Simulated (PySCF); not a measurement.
C5H12P (charge +1).
Structure used (PBE0-D3(BJ)/def2-SVP), in Å, numbered top down from 1:
```xyz
18
C5H12P angstrom
C      3.5680   -0.1638   -0.4554
C      2.1489   -0.5640   -0.3315
C      1.2529    0.0217    0.4844
P     -0.4278   -0.5186    0.5669
C     -1.6524    0.7485    0.1557
C     -3.0901    0.2606    0.2862
H      3.8213    0.7036    0.1677
H      3.8052    0.0613   -1.5082
H      4.2157   -1.0108   -0.1742
H      1.8306   -1.4075   -0.9599
H      1.5263    0.8653    1.1289
H     -0.7441   -1.0207    1.8504
H     -0.5835   -1.6231   -0.2972
H     -1.4423    1.6007    0.8246
H     -1.4097    1.0802   -0.8677
H     -3.3318   -0.0389    1.3166
H     -3.7729    1.0767    0.0116
H     -3.3026   -0.5855   -0.3839
```

Level: B3LYP/def2-SVPD in PySCF, non-relativistic, on one gas-phase PBE0-D3(BJ)/def2-SVP geometry that isn't relaxed in the solvent. The solvent is an IEF-PCM continuum (cavity from Bondi-type radii × 1.2), and excitations are vertical TDDFT with non-equilibrium linear response and a frozen core. Only the electrostatic response of the medium enters.

Gas-phase singlets (H = HOMO, L = LUMO):

| state | E (eV) | λ (nm) | f | leading configurations |
| --- | --- | --- | --- | --- |
| S1 | 6.590 | 188 | 0.610 | H→L 92% |
| S2 | 6.844 | 181 | 0.002 | H→L+1 96% |
| S3 | 7.105 | 175 | 0.006 | H→L+2 94% |
| S4 | 7.312 | 170 | 0.001 | H-1→L 41%, H-3→L 29% |
| S5 | 7.562 | 164 | 0.009 | H→L+3 48%, H-3→L 16% |

Task: How does the list change in methanol (ε = 32.61)?

Result: 
```
state  E (eV)  λ (nm)      f  leading configurations  change by rank (eV)
   S1   6.570     189  0.743                 H→L 95%               -0.020
   S2   7.225     172  0.006    H→L+1 76%, H→L+2 20%               +0.381
   S3   7.326     169  0.003    H→L+2 60%, H→L+1 16%               +0.221
   S4   7.402     168  0.001    H-1→L 45%, H-3→L 41%               +0.090
   S5   7.718     161  0.011     H→L+3 73%, H→L+2 9%               +0.156
```

Task: How do the frontier levels move from gas to methanol?

Result: 
```csv
orbital,gas (eV),solvent (eV),change (eV),"Löwdin shares, gas","Löwdin shares, solvent"
LUMO+2,-4.11,0.17,+4.28,"P4 33 %, H12 12 %, C3 11 %, H13 10 %","P4 22 %, C6 12 %, C5 10 %, C3 9 %"
LUMO+1,-4.42,0.10,+4.52,"P4 41 %, H13 21 %, H12 9 %, C5 6 %","P4 36 %, H13 18 %, H12 9 %, C5 8 %"
LUMO,-5.58,-1.39,+4.19,"C2 37 %, C3 22 %, P4 14 %, C1 6 %","C2 37 %, C3 24 %, P4 12 %, C1 6 %"
HOMO,-12.29,-8.15,+4.14,"C3 38 %, C2 26 %, C1 10 %, P4 7 %","C3 38 %, C2 28 %, C1 9 %, P4 7 %"
HOMO-1,-14.11,-10.00,+4.11,"C6 24 %, H17 14 %, P4 12 %, C5 11 %","C6 21 %, P4 14 %, C5 13 %, H17 12 %"
HOMO-2,-14.29,-10.15,+4.14,"C6 23 %, C5 14 %, H16 11 %, C1 11 %","C6 29 %, C5 22 %, H16 14 %, H18 10 %"
HOMO-3,-14.35,-10.34,+4.01,"C1 22 %, H7 13 %, C6 12 %, C2 11 %","C2 18 %, C1 15 %, C3 10 %, H10 10 %"
```

The HOMO–LUMO gap goes from 6.70 to 6.76 eV. Rows go by rank; for HOMO-3, HOMO-2, HOMO-1, LUMO+1 and LUMO+2 the atom shares or the degeneracy differ between the runs, so the row needn't follow one orbital.
